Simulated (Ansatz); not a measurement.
## CaB6-type CaB6: properties by level of theory

Reference values: lattice constant a 4.151 Å (measured, temperature not stated, not corrected to a static lattice; as tabulated in Singh (2010), arXiv:1009.1807); band gap 1 eV (measured, temperature not stated, not corrected to a static lattice; as tabulated in Wu et al. (2004), arXiv:cond-mat/0401246).

```csv
level (code),lattice parameter a (Å),cohesive energy (eV/atom),band gap (eV)
BLYP (Ansatz),4.165,5.35,0.02
revPBE (Ansatz),4.172,5.70,0.02
PBEsol-D3(BJ) (Ansatz),4.100,6.60,0.00
r²SCAN+rVV10 (Ansatz),4.132,6.19,0.01
HSE06 (Ansatz),4.135,6.01,0.41
PBE0 (Ansatz),4.135,6.01,1.06
```

Differences from the reference values (errors of the level alone only where the reference is corrected to a static lattice):

| level | lattice constant a (%) | band gap (eV) |
|---|---|---|
| BLYP | +0.34 | -0.98 |
| revPBE | +0.51 | -0.98 |
| PBEsol-D3(BJ) | -1.23 | -1.00 |
| r²SCAN+rVV10 | -0.46 | -0.99 |
| HSE06 | -0.39 | -0.59 |
| PBE0 | -0.39 | +0.06 |

Nearest: lattice constant a, not ranked (reference at room or unstated temperature); band gap, not ranked (one source).

Computed values are for a static lattice. A gap of zero means that the bands touch or overlap; how far they overlap is not shown.  Each level is taken at its own relaxed cell. Cutoffs and k meshes differ between the levels. Ansatz's density-functional and Hartree–Fock values are scalar-relativistic unless marked +SOC, with PAW data made under PBE.

Ansatz's density-functional and Hartree–Fock values are scalar-relativistic unless marked +SOC, with PAW data made under PBE.

Differences are worked out from the printed values.

Free atoms are spin-polarised, in the lowest state found; at levels without +SOC their spin–orbit coupling is left out.

The computed numbers hold no vibrational or temperature effects.

Ansatz is a first-principles code.
